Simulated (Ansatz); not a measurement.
A nudged elastic band was laid between two geometries of BH5N2 + H (9 atoms, charge 0, multiplicity 2).

The calculation used UKS CAM-B3LYP/def2-SVP in Ansatz.

```
movable images  : 7
climbing image  : yes
spring          : 5.0 eV/Å²
optimiser       : quadratic models (default)
start path      : through a guess of the saddle point
force threshold : 0.05 eV/Å
iteration limit : 60
end points      : relaxed
```

First end point:

```xyz
9
Properties=species:S:1:pos:R:3
B 0.016 -0.159 -0.247
H 0.027 -0.651 0.859
N 1.251 0.072 -0.889
H 2.131 -0.159 -0.452
H 1.349 0.478 -1.811
N -1.231 0.153 -0.828
H -2.102 -0.021 -0.349
H -1.346 0.565 -1.745
H -0.095 -0.277 3.592
```

Last end point:

```xyz
9
Properties=species:S:1:pos:R:3
B -0.297 -0.631 -1.066
H 0.847 -0.134 2.151
N 0.898 -0.139 -0.523
H 1.689 -0.735 -0.321
H 1.094 0.849 -0.385
N -1.430 0.095 -1.446
H -2.259 -0.347 -1.816
H -1.510 1.105 -1.367
H 0.969 -0.065 2.902
```

Which bonds break or form, and what moves?

Bonds broken: B1–H2. Bonds formed: H2–H9. BH5N2 + H becomes BH4N2 + H2.

What energy profile does the band end with?

It converged. The highest image is number 4 of 0 to 8, 8.8 kcal/mol above the first end and 5.1 kcal/mol above the last; the last end lies 3.7 kcal/mol above the first. A vibrational analysis at the climbing image gives one clearly imaginary mode, 723i cm⁻¹: a first-order saddle point.

```json
{"image": "0", "path coordinate (Å)": "0.00", "energy (kcal/mol)": "0.0", "B1–H2 (Å)": "1.21", "H2–H9 (Å)": "2.76"}
{"image": "1", "path coordinate (Å)": "0.55", "energy (kcal/mol)": "0.0", "B1–H2 (Å)": "1.21", "H2–H9 (Å)": "2.48"}
{"image": "2", "path coordinate (Å)": "1.10", "energy (kcal/mol)": "0.1", "B1–H2 (Å)": "1.21", "H2–H9 (Å)": "2.23"}
{"image": "3", "path coordinate (Å)": "1.65", "energy (kcal/mol)": "1.1", "B1–H2 (Å)": "1.23", "H2–H9 (Å)": "1.65"}
{"image": "4", "path coordinate (Å)": "2.20", "energy (kcal/mol)": "8.8", "B1–H2 (Å)": "1.66", "H2–H9 (Å)": "0.88"}
{"image": "5", "path coordinate (Å)": "3.47", "energy (kcal/mol)": "4.6", "B1–H2 (Å)": "2.74", "H2–H9 (Å)": "0.77"}
{"image": "6", "path coordinate (Å)": "4.74", "energy (kcal/mol)": "4.5", "B1–H2 (Å)": "3.05", "H2–H9 (Å)": "0.77"}
{"image": "7", "path coordinate (Å)": "6.01", "energy (kcal/mol)": "4.2", "B1–H2 (Å)": "3.13", "H2–H9 (Å)": "0.76"}
{"image": "8", "path coordinate (Å)": "7.28", "energy (kcal/mol)": "3.7", "B1–H2 (Å)": "3.45", "H2–H9 (Å)": "0.76"}
```

What is the geometry of the highest image?


```xyz
9
Properties=species:S:1:pos:R:3
B 0.003 -0.011 -0.167
H 0.015 -0.435 1.443
N 1.253 0.083 -0.787
H 2.114 -0.095 -0.290
H 1.391 0.332 -1.761
N -1.262 0.205 -0.725
H -2.111 0.111 -0.185
H -1.423 0.468 -1.692
H 0.020 -0.657 2.293
```

What are the harmonic wavenumbers there?

723i, 97, 168, 361, 369, 386, 417, 575, 831, 929, 1020, 1056, 1141, 1458, 1576, 1610, 2247, 3583, 3584, 3706, 3707 cm⁻¹.

The band took 30 iterations and roughly 14 core-minutes.

Time of the run: 4 min on 4 threads of Intel(R) Xeon(R) Platinum 8259CL CPU @ 2.50GHz (Skylake/Cascade Lake), with other jobs on the host, peak memory 0.23 GiB.
